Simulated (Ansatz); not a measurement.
Two shapes of doublet CH₃.

Shape 1:

```xyz
4

C    -0.0331   -0.0197    0.0319
H     1.0791    0.0023   -0.0487
H    -0.5446    0.9942    0.0021
H    -0.5378   -0.9206    0.0434
```

Shape 2:

```xyz
4

C     0.0000    0.0000    0.0000
H     1.0031    0.0000    0.0000
H    -0.5016    0.8687    0.0000
H    -0.5016   -0.8687    0.0000
```

Basis set: 6-31G* (spherical functions). Frozen core: 1 orbital. Charge 0, multiplicity 2.

Computed with Ansatz (development build ahead of 0.2.0); each method stands on the lowest determinant of its kind that the runs found.

Which shape is lower in energy, and by how much in each method?

| method | E(2) − E(1) (eV) |
| --- | --- |
| UHF | 0.180 |
| UHF-MP2 | 0.247 |

Shape 1 is lower.
